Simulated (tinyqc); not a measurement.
Inside a calculation. Method: CIS and TDHF on RHF in the sto-3g basis, frozen core, for H2O, spin multiplicity 1. One step of it, computed by the program tinyqc.

Problem. Integrals over molecular orbitals. (pq|rs) = sum C_ip C_jq C_kr C_ls (ij|kl), one index at a time.

coefficients C:
```
              MO1        MO2        MO3        MO4       MO5        MO6        MO7
1O 1s    0.994597  -0.242892  -0.000221   0.090187  0.000000  -0.095844   0.000471
1O 2s    0.022976   0.913075   0.001131  -0.455177  0.000000   0.550799  -0.002813
1O 2px   0.000000   0.000000   0.000000   0.000000  1.000000   0.000000   0.000000
1O 2py  -0.000003  -0.000121   0.635094   0.000948  0.000000   0.003515   0.857874
1O 2pz   0.002747   0.069231  -0.001114   0.702025  0.000000   0.779141  -0.003279
2H 1s   -0.003858   0.131472   0.455467   0.364814  0.000000  -0.658815  -0.698686
3H 1s   -0.003863   0.131661  -0.456649   0.363067  0.000000  -0.652922   0.704778
```

core Hamiltonian H = T + V (hartree):
```
             1O 1s      1O 2s     1O 2px     1O 2py     1O 2pz      2H 1s      3H 1s
1O 1s   -32.508303  -7.562478   0.000000   0.000013  -0.013972  -1.011265  -1.012903
1O 2s    -7.562478  -9.134296   0.000000   0.000151  -0.172937  -2.492437  -2.495502
1O 2px    0.000000   0.000000  -7.291064   0.000000   0.000000   0.000000   0.000000
1O 2py    0.000013   0.000151   0.000000  -7.368971   0.000054  -1.356896   1.359122
1O 2pz   -0.013972  -0.172937   0.000000   0.000054  -7.361790  -1.340796  -1.341324
2H 1s    -1.011265  -2.492437   0.000000  -1.356896  -1.340796  -4.292870  -1.023819
3H 1s    -1.012903  -2.495502   0.000000   1.359122  -1.341324  -1.023819  -4.294773
```

Two-electron integrals (ij|kl) in chemists' order, unique and non-zero (hartree):
```
(11|11) 4.785065    (21|11) 0.741380    (21|21) 0.136873    (22|11) 1.118947
(22|21) 0.256633    (22|22) 0.817206    (31|31) 0.024477    (32|31) 0.037809
(32|32) 0.180518    (33|11) 1.115814    (33|21) 0.256684    (33|22) 0.817023
(33|33) 0.880159    (41|41) 0.024477    (42|41) 0.037809    (42|42) 0.180518
(43|43) 0.047444    (44|11) 1.115814    (44|21) 0.256684    (44|22) 0.817023
(44|33) 0.785270    (44|44) 0.880159    (51|51) 0.024477    (52|51) 0.037809
(52|52) 0.180518    (53|53) 0.047444    (54|54) 0.047444    (55|11) 1.115814
(55|21) 0.256684    (55|22) 0.817023    (55|33) 0.785270    (55|44) 0.785270
(55|55) 0.880159    (61|11) 0.099354    (61|21) 0.018207    (61|22) 0.033986
(61|33) 0.033920    (61|41) 0.000596    (61|42) 0.001126    (61|44) 0.034027
(61|51) 0.000568    (61|52) 0.001073    (61|54) 0.000101    (61|55) 0.034017
(61|61) 0.002452    (62|11) 0.267688    (62|21) 0.062280    (62|22) 0.222823
(62|33) 0.218858    (62|41) 0.003379    (62|42) 0.026996    (62|44) 0.224973
(62|51) 0.003222    (62|52) 0.025738    (62|54) 0.005831    (62|55) 0.224416
(62|61) 0.008463    (62|62) 0.078423    (63|31) 0.006192    (63|32) 0.037211
(63|43) 0.005450    (63|53) 0.005196    (63|63) 0.010581    (64|11) 0.147571
(64|21) 0.034749    (64|22) 0.132750    (64|33) 0.126886    (64|41) 0.007829
(64|42) 0.052243    (64|44) 0.141211    (64|51) 0.001561    (64|52) 0.014331
(64|54) 0.008462    (64|55) 0.130000    (64|61) 0.004907    (64|62) 0.056823
(64|64) 0.051295    (65|11) 0.140691    (65|21) 0.033129    (65|22) 0.126561
(65|33) 0.120970    (65|41) 0.001561    (65|42) 0.014331    (65|44) 0.124237
(65|51) 0.007680    (65|52) 0.050874    (65|54) 0.008564    (65|55) 0.134330
(65|61) 0.004678    (65|62) 0.054174    (65|64) 0.038816    (65|65) 0.047587
(66|11) 0.439550    (66|21) 0.103890    (66|22) 0.428311    (66|33) 0.412065
(66|41) 0.006633    (66|42) 0.074862    (66|44) 0.437327    (66|51) 0.006324
(66|52) 0.071372    (66|54) 0.024084    (66|55) 0.435027    (66|61) 0.014202
(66|62) 0.199030    (66|64) 0.164654    (66|65) 0.156977    (66|66) 0.774606
(71|11) 0.099516    (71|21) 0.018237    (71|22) 0.034042    (71|33) 0.033976
(71|41) -0.000597   (71|42) -0.001128   (71|44) 0.034082    (71|51) 0.000568
(71|52) 0.001074    (71|54) -0.000102   (71|55) 0.034072    (71|61) 0.002425
(71|62) 0.008251    (71|64) 0.004413    (71|65) 0.004565    (71|66) 0.013762
(71|71) 0.002460    (72|11) 0.268033    (72|21) 0.062359    (72|22) 0.223098
(72|33) 0.219127    (72|41) -0.003386   (72|42) -0.027043   (72|44) 0.225257
(72|51) 0.003224    (72|52) 0.025751    (72|54) -0.005837   (72|55) 0.224685
(72|61) 0.008248    (72|62) 0.063647    (72|64) 0.031969    (72|65) 0.042806
(72|66) 0.131648    (72|71) 0.008488    (72|72) 0.078604    (73|31) 0.006201
(73|32) 0.037261    (73|43) -0.005460   (73|53) 0.005199    (73|63) 0.008315
(73|73) 0.010607    (74|11) -0.147821   (74|21) -0.034807   (74|22) -0.132967
(74|33) -0.127092   (74|41) 0.007842    (74|42) 0.052326    (74|44) -0.141448
(74|51) -0.001563   (74|52) -0.014345   (74|54) 0.008470    (74|55) -0.130208
(74|61) -0.004413   (74|62) -0.031987   (74|64) -0.008147   (74|65) -0.021103
(74|66) -0.060374   (74|71) -0.004923   (74|72) -0.056977   (74|74) 0.051447
(75|11) 0.140757    (75|21) 0.033144    (75|22) 0.126613    (75|33) 0.121019
(75|41) -0.001563   (75|42) -0.014345   (75|44) 0.124291    (75|51) 0.007689
(75|52) 0.050921    (75|54) -0.008575   (75|55) 0.134383    (75|61) 0.004560
(75|62) 0.042781    (75|64) 0.021078    (75|65) 0.036674    (75|66) 0.096603
(75|71) 0.004688    (75|72) 0.054255    (75|74) -0.038889   (75|75) 0.047637
(76|11) 0.099250    (76|21) 0.023350    (76|22) 0.092194    (76|33) 0.089757
(76|41) -3.51e-07   (76|42) -2.80e-06   (76|44) 0.091233    (76|51) 0.001773
(76|52) 0.017583    (76|54) -5.94e-07   (76|55) 0.095489    (76|61) 0.003150
(76|62) 0.033647    (76|64) 0.021201    (76|65) 0.026145    (76|66) 0.094287
(76|71) 0.003155    (76|72) 0.033682    (76|74) -0.021233   (76|75) 0.026155
(76|76) 0.018911    (77|11) 0.439787    (77|21) 0.103946    (77|22) 0.428515
(77|33) 0.412256    (77|41) -0.006643   (77|42) -0.074959   (77|44) 0.437568
(77|51) 0.006326    (77|52) 0.071377    (77|54) -0.024103   (77|55) 0.435207
(77|61) 0.013747    (77|62) 0.131549    (77|64) 0.060281    (77|65) 0.096583
(77|66) 0.305470    (77|71) 0.014233    (77|72) 0.199306    (77|74) -0.164946
(77|75) 0.157064    (77|76) 0.094287    (77|77) 0.774606
```

Give: one-electron integrals over orbitals h = C^T H C; Two-electron integrals over orbitals.

Solution.

one-electron integrals over orbitals h = C^T H C (hartree):
```
          1        2        3        4        5        6        7
1  -32.4922   0.5739   0.0005  -0.2019   0.0000   0.2185  -0.0011
2    0.5739  -7.5375  -0.0011   0.5602   0.0000  -1.1078   0.0055
3    0.0005  -0.0011  -5.9058   0.0014   0.0000  -0.0057  -1.7740
4   -0.2019   0.5602   0.0014  -6.3150   0.0000  -1.4524   0.0029
5    0.0000   0.0000   0.0000   0.0000  -7.2911   0.0000   0.0000
6    0.2185  -1.1078  -0.0057  -1.4524   0.0000  -5.3712   0.0001
7   -0.0011   0.0055  -1.7740   0.0029   0.0000   0.0001  -5.3737
```

Two-electron integrals over orbitals (pq|rs), unique and non-zero (hartree); the lowest 1 orbital is frozen and left out:
```
(22|22) 0.7282      (32|22) 2.29e-05    (32|32) 0.1240      (33|22) 0.6103
(33|32) -5.83e-05   (33|33) 0.5835      (42|22) -0.0358     (42|32) -4.37e-05
(42|33) 0.0008      (42|42) 0.1287      (43|22) -1.36e-04   (43|32) 0.0264
(43|33) -1.88e-04   (43|42) 2.20e-04    (43|43) 0.0611      (44|22) 0.6419
(44|32) 2.59e-04    (44|33) 0.5533      (44|42) -0.0798     (44|43) -9.36e-06
(44|44) 0.6505      (52|52) 0.1533      (53|52) 1.06e-04    (53|53) 0.0264
(54|52) -0.0436     (54|53) -4.71e-05   (54|54) 0.0443      (55|22) 0.7596
(55|32) 1.80e-04    (55|33) 0.5980      (55|42) -0.0857     (55|43) -1.92e-04
(55|44) 0.6603      (55|55) 0.8802      (62|22) 0.1239      (62|32) 2.19e-04
(62|33) 0.0663      (62|42) 0.0390      (62|43) -9.34e-05   (62|44) 0.0466
(62|55) 0.1290      (62|62) 0.0939      (63|22) 0.0006      (63|32) -0.0273
(63|33) 4.60e-04    (63|42) -2.80e-04   (63|43) -0.0380     (63|44) 1.89e-04
(63|55) 0.0007      (63|62) 3.10e-04    (63|63) 0.0684      (64|22) 0.1450
(64|32) -2.26e-04   (64|33) 0.0560      (64|42) -0.0641     (64|43) -3.51e-04
(64|44) 0.1298      (64|55) 0.1687      (64|62) 0.0528      (64|63) 0.0007
(64|64) 0.1184      (65|52) 0.0455      (65|53) 9.92e-05    (65|54) 0.0091
(65|65) 0.0332      (66|22) 0.5969      (66|32) 0.0006      (66|33) 0.5453
(66|42) 0.0375      (66|43) 0.0006      (66|44) 0.5478      (66|55) 0.5843
(66|62) 0.0931      (66|63) -3.66e-04   (66|64) 0.0631      (66|66) 0.5833
(72|22) -0.0006     (72|32) 0.0588      (72|33) -1.82e-04   (72|42) -3.04e-05
(72|43) -0.0309     (72|44) -3.59e-04   (72|55) -0.0006     (72|62) -1.26e-04
(72|63) 0.0280      (72|64) -2.82e-04   (72|66) -4.70e-04   (72|72) 0.0687
(73|22) 0.1733      (73|32) 4.32e-04    (73|33) 0.0913      (73|42) -0.0825
(73|43) 9.25e-05    (73|44) 0.1235      (73|55) 0.2077      (73|62) 0.0609
(73|63) 1.64e-04    (73|64) 0.1169      (73|66) 0.0513      (73|72) -4.03e-04
(73|73) 0.1679      (74|22) -2.59e-04   (74|32) -0.0712     (74|33) -1.50e-05
(74|42) 7.18e-07    (74|43) -0.0231     (74|44) -4.10e-04   (74|55) -3.28e-04
(74|62) -2.05e-04   (74|63) 0.0569      (74|64) 1.50e-04    (74|66) -0.0007
(74|72) -0.0149     (74|73) -0.0006     (74|74) 0.0756      (75|52) -2.24e-04
(75|53) 0.0238      (75|54) 9.52e-06    (75|65) -4.36e-05   (75|75) 0.0240
(76|22) -8.15e-05   (76|32) 0.0750      (76|33) -1.22e-04   (76|42) -1.17e-04
(76|43) 0.0670      (76|44) 2.69e-04    (76|55) -6.81e-06   (76|62) -1.83e-04
(76|63) -0.0586     (76|64) -4.59e-04   (76|66) 0.0007      (76|72) -0.0054
(76|73) 0.0005      (76|74) -0.0633     (76|76) 0.1065      (77|22) 0.5930
(77|32) -0.0007     (77|33) 0.5695      (77|42) -0.0140     (77|43) -0.0006
(77|44) 0.5549      (77|55) 0.5897      (77|62) 0.0541      (77|63) 0.0008
(77|64) 0.0496      (77|66) 0.5442      (77|72) -2.31e-04   (77|73) 0.0842
(77|74) 0.0005      (77|76) -0.0008     (77|77) 0.5762
```
